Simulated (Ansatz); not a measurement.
Write a Python script for Ansatz's Python interface that makes a rigid torsion scan of BH4P, SMILES BP. Level of theory (for the species named): r2SCAN, def2-TZVP basis, multiplicity 1.

```xyz
6

B    -0.8611   -0.0030   -0.0633
P     0.9719    0.1312   -0.6482
H    -1.5925    0.9141   -0.2008
H    -1.2521   -0.9994    0.4362
H     1.3863   -1.0746    0.0482
H     1.3475    1.0318    0.4279
```

`torsion_bh4p.py`:
```python
import ansatz as az
from ase import Atoms

config = {
    "basis": "def2-TZVP",
    "xc": "r2scan",
    "fmax": 0.02,
}

atoms = Atoms(["B", "P", "H", "H", "H", "H"], positions=[
    (-0.8611, -0.003, -0.0633),
    (0.9719, 0.1312, -0.6482),
    (-1.5925, 0.9141, -0.2008),
    (-1.2521, -0.9994, 0.4362),
    (1.3863, -1.0746, 0.0482),
    (1.3475, 1.0318, 0.4279),
])

first = (
    az.Crystal.molecule_from_ase(atoms).calculation()
    .basis(gaussian=config["basis"])
    .functional(config["xc"])
    .relax(force_tolerance=config["fmax"], max_steps=80)
)
atoms.positions = first.run().report["positions_ang"]

start = atoms.get_dihedral(2, 0, 1, 4)
energies = {}
for turn in range(0, 360, 30):
    turned = atoms.copy()
    turned.set_dihedral(2, 0, 1, 4, start + turn, indices=[1, 4, 5])
    model = (
        az.Crystal.molecule_from_ase(turned).calculation()
        .basis(gaussian=config["basis"])
        .functional(config["xc"])
    )
    energies[round((start + turn) % 360)] = model.run().report["free_energy_ev"]
floor = min(energies.values())
print("dihedral H2-B0-P1-H4 (deg)   E - E(min) (kcal/mol)")
for angle, e in sorted(energies.items()):
    print(f"{angle:8d} {23.060548 * (e - floor):14.3f}  " + "#" * int(30 * (e - floor) / max(max(energies.values()) - floor, 1e-9)))
```

```console
$ python torsion_bh4p.py
dihedral H2-B0-P1-H4 (deg)   E - E(min) (kcal/mol)
      28         15.426  #####################
      58         21.720  ##############################
      88         14.330  ###################
     118          4.188  #####
     148          0.000
     178          4.156  #####
     208         14.288  ###################
     238         21.714  #############################
     268         15.461  #####################
     298          5.749  #######
     328          1.729  ##
     358          5.721  #######
```

The scan is rigid and the energies are electronic, in a modest basis. With rigid groups the curve can differ much from the relaxed path, the start wasn't checked as a minimum of this torsion, and equivalent turns needn't return to the same energy. Run time: 51 s on 1 thread of Arm Neoverse V1, on a shared host, peak memory 0.22 GiB.

(Lines on the test bed's own set-up are left out of the output.)
